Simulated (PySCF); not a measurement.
**How the method moves the HOMO and LUMO of `FCC(F)F`**

Species: C2H3F3.
Structure used (PBE0-D3(BJ)/def2-SVP), in Å, numbered top down from 1:
```xyz
8
C2H3F3 angstrom
F      1.239   -0.461    1.184
C      0.543    0.394    0.383
C     -0.555   -0.358   -0.331
F     -1.307    0.534   -1.013
F     -0.027   -1.229   -1.212
H      1.214    0.840   -0.370
H      0.093    1.197    0.991
H     -1.201   -0.917    0.368
```

Basis pcSseg-2 throughout (PySCF), one geometry. One conformer (not necessarily the lowest) at the PBE0-D3(BJ)/def2-SVP geometry, without solvent, vibrations or thermal averaging.

Task: How do the orbital energies, the gap and the dipole change with the method?

Result: 
| method | kind | HOMO (eV) | LUMO (eV) | gap (eV) | μ (D) | SCF cycles |
| --- | --- | --- | --- | --- | --- | --- |
| OPBE | GGA | -7.87 | 0.19 | 8.05 | 1.37 | 15 |
| BLYP | GGA | -7.96 | 0.08 | 8.04 | 1.44 | 14 |
| PBE | GGA | -7.97 | 0.10 | 8.07 | 1.41 | 14 |
| B97-D | GGA | -8.04 | 0.26 | 8.30 | 1.43 | 14 |
| BP86 | GGA | -8.08 | 0.14 | 8.22 | 1.42 | 14 |
| KT2 | GGA | -8.13 | 0.04 | 8.17 | 1.43 | 14 |
| LDA | LDA | -8.13 | -0.16 | 7.98 | 1.48 | 13 |
| KT3 | GGA | -8.18 | -0.07 | 8.11 | 1.41 | 14 |
| B97-2 | global hybrid | -9.45 | 0.87 | 10.32 | 1.51 | 13 |
| B3LYP | global hybrid | -9.53 | 0.50 | 10.03 | 1.53 | 13 |
| PBE0 | global hybrid | -9.73 | 0.85 | 10.58 | 1.52 | 13 |
| mPW1PW91 | global hybrid | -9.78 | 0.78 | 10.56 | 1.52 | 13 |
| CAM-B3LYP | range-separated hybrid | -11.30 | 1.44 | 12.74 | 1.58 | 13 |
| BHandHLYP | global hybrid | -11.50 | 1.27 | 12.77 | 1.63 | 12 |
| wB97X-D | range-separated hybrid | -11.67 | 2.57 | 14.24 | 1.54 | 12 |
| LC-wPBE | range-separated hybrid | -12.56 | 2.59 | 15.14 | 1.57 | 12 |
| HF | Hartree–Fock | -14.10 | 2.83 | 16.93 | 1.72 | 10 |

The HOMO spans 6.23 eV, from OPBE down to HF, and the gap runs from 7.98 eV (LDA) to 16.93 eV (HF). Over the methods OPBE (0 %), BLYP (0 %), PBE (0 %), B97-D (0 %), BP86 (0 %), KT2 (0 %), LDA (0 %), KT3 (0 %), B97-2 (21 %), B3LYP (20 %), PBE0 (25 %), mPW1PW91 (25 %), BHandHLYP (50 %), HF (100 %), a straight line through the gap against the share of exact exchange rises by 0.89 eV for each 10 % (correlation coefficient 0.998). The dipole ranges from 1.37 D (OPBE) to 1.72 D (HF). This basis has no diffuse functions.

The vertical ΔSCF ionisation energy at PBE0/def2-SVPD is 12.37 eV; −ε(HOMO) comes closest to it with LC-wPBE (12.56 eV).
